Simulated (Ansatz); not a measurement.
C3H5N can be A, `C#CNC`, or B, `C=C=CN`.

Isolated molecules relaxed with PBE0-D4/def2-TZVP in Ansatz; ΔE leaves out vibrations. CCSD(T)/CBS adds triple-zeta CCSD(T) − MP2 to the extrapolated MP2 energy (def2 sets, frozen cores). DFT in def2-TZVPP. B3LYP here is the variant with VWN-RPA as its local correlation; programs differ in this. One conformer a species, not always the lowest.

A:

```xyz
9

C     0.226   -2.044   -0.790
C     0.340   -0.862   -0.596
N     0.492    0.441   -0.331
C    -0.300    1.019    0.741
H     0.141   -3.088   -0.966
H     0.574    1.022   -1.152
H     0.022    2.048    0.902
H    -0.118    0.457    1.658
H    -1.376    1.008    0.534
```

B:

```xyz
9

C     1.1840   -0.4200   -1.3976
C     0.5404    0.0107   -0.3516
C    -0.1080    0.4859    0.6791
N    -1.4565    0.2768    0.9849
H     1.7780   -1.3307   -1.3697
H     1.1566    0.1134   -2.3456
H     0.4067    1.1686    1.3504
H    -1.6312    0.1855    1.9744
H    -1.8700   -0.4901    0.4757
```

Task: Which is lower in electronic energy at CCSD(T)/CBS, and by how much? (Estimate.)

Result: Computed: B, by 10.2 kcal/mol.

Task: Give E(B) − E(A) in kcal/mol with HF/def2-TZVPP, PBE-D4, ωB97M-V, B3LYP, MP2/def2-TZVPP, CCSD/def2-TZVPP, CCSD(T)/def2-SVP. (An estimate is asked.)

Result: Computed: HF/def2-TZVPP -7.9, PBE-D4 -13.9, ωB97M-V -10.8, B3LYP -12.2, MP2/def2-TZVPP -7.4, CCSD/def2-TZVPP -9.6, CCSD(T)/def2-SVP -9.0. None reverses the order clearly.

Task: Does the order hold for the free energy at 298.15 K (harmonic terms from PBE0-D4)? (Best estimate.)

Result: Ansatz gave: Yes: G(B) − G(A) = -9.7 kcal/mol, for one conformer each.

Largest T1 diagnostic: 0.012.

From BLYP to BHLYP (50 % exact exchange), in def2-TZVPP and without D4, E(B) − E(A) moves by +2.8 kcal/mol. Leaving LDA and LC-ωPBE aside and taking each functional with its dispersion term where it has one, the values, not all of them listed here, spread over 4.4 kcal/mol, from PBE-D4 to PBE-QIDH.
